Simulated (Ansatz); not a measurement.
A made-up structure of BSiH$_{4}$O (charge +1), singlet:

```
7
angstrom
B -0.1000 0.0155 -0.0497
O -1.3317 0.2078 -0.6597
Si 1.2757 -0.1991 0.6319
H -1.3300 0.2363 -1.6292
H -2.0941 0.2980 -0.0668
H 2.0571 0.9975 0.9671
H 1.6927 -1.5826 0.8904
```

It is relaxed with PBE-D4/def2-SVP and then PBE0-D4/def2-TZVP (Ansatz 0.2.0). Atoms count as bonded within 1.22 times the sum of their covalent radii (H–H: 0.88 Å). The end point is not checked to be a true minimum.

(1) Does its bonding change? (A judgement: the text doesn't fix the answer.)

Answers

(1) The calculation gives: No: no bond forms or breaks.

Where it ends: The first stage lowers the energy by 1.55 eV in 6 steps. It ends as BSiH₄O ([OH2][B][SiH2]), total charge +1:
B1  (-0.167, 0.026, -0.083)
O2  (-1.410, 0.220, -0.699)
Si3  (1.431, -0.223, 0.709)
H4  (-1.527, 0.265, -1.669)
H5  (-2.246, 0.323, -0.199)
H6  (2.226, 0.967, 1.051)
H7  (1.863, -1.604, 0.974)
(Å)

Labels in which every atom is bracketed show which atoms are joined, not bond orders.

For scale, one of the runs: PBE0-D4/def2-TZVP relaxation, 123 basis functions, launched by `ansatz run in.yaml --threads 2 --pin off --events-out ev --progress --plain --max-ram 4352MiB`. Hardware: 2 CPU threads of an Intel Xeon Platinum 8488C, shared host. Wall time about 9 s.
